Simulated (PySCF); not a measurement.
# Splitting trees

Geometry:
| atom | x (Å) | y (Å) | z (Å) |
| --- | --- | --- | --- |
| C1 | -1.472 | 0.165 | 0.342 |
| C2 | -0.217 | 0.095 | -0.511 |
| C3 | 0.999 | -0.323 | 0.291 |
| O4 | 2.168 | -0.447 | -0.489 |
| H5 | -1.708 | -0.810 | 0.776 |
| H6 | -1.352 | 0.873 | 1.166 |
| H7 | -2.336 | 0.484 | -0.245 |
| H8 | -0.352 | -0.613 | -1.335 |
| H9 | -0.025 | 1.074 | -0.967 |
| H10 | 1.153 | 0.380 | 1.124 |
| H11 | 0.832 | -1.309 | 0.733 |
| H12 | 2.348 | 0.403 | -0.898 |

- J couplings at B3LYP/pcJ-2 (without the spin–dipole term)
- structure optimised with PBE0-D3(BJ)/def2-TZVP
- shieldings: GIAO B97-2/pcSseg-2
- run in PySCF 2.14.0 with density-fitted response routines
- non-relativistic Hamiltonian, rapidly exchanging positions averaged, gas phase, one conformer

Referencing at the same level of theory: 13C (185.38 ppm) and 1H (31.64 ppm) vs TMS.

Spectrometer: 800 MHz for 1H. First-order analysis; couplings under 1 Hz (under 4 Hz in carbon signals) are ignored, and nearly equal couplings are merged; the smaller ones broaden or split the lines further.

**Question.** What pattern does C3 show in the proton-coupled 13C spectrum?

**Answer.** A triplet of quartets of triplets at δ 71.5: 143.9 Hz to H10/H11 (2 × 1H, 1 bond away), 7.4 Hz to H5/H6/H7 (3 × 1H, 3 bonds away), 5.3 Hz to H8/H9 (2 × 1H, 2 bonds away).

**Question.** What pattern does H5/H6/H7 show (1H)?

**Answer.** A triplet at δ 0.87: 8.4 Hz to H8/H9 (2 × 1H, 3 bonds away). Lines in Hz from the centre (relative intensity): +8.4 (1), +0.0 (2), -8.4 (1). The outer lines are 16.8 Hz apart, the sum of the couplings kept, or 0.021 ppm at this field.

**Question.** What pattern does H10/H11 show (1H)?

**Answer.** A triplet at δ 3.52: 8.2 Hz to H8/H9 (2 × 1H, 3 bonds away). Lines in Hz from the centre (relative intensity): +8.2 (1), +0.0 (2), -8.2 (1). The outer lines are 16.4 Hz apart, the sum of the couplings kept, or 0.020 ppm at this field.

**Question.** What pattern does H8/H9 show (1H)?

**Answer.** A sextet at δ 1.52: 8.3 Hz to H5/H6/H7 and H10/H11 (5 × 1H, 3 bonds away). Lines in Hz from the centre (relative intensity): +20.8 (1), +12.4 (5), +4.2 (10), -4.2 (10), -12.4 (5), -20.8 (1). The outer lines are 41.5 Hz apart, the sum of the couplings kept, or 0.052 ppm at this field.

Exchangeable OH/NH protons stand at their gas-phase positions; hydrogen bonding in a real sample shifts them, mostly to higher δ. Across freely rotating sp3–sp3 bonds, 3J(H,H) is taken as (2 J gauche + J anti)/3 from the one conformer, which assumes equal rotamer populations.
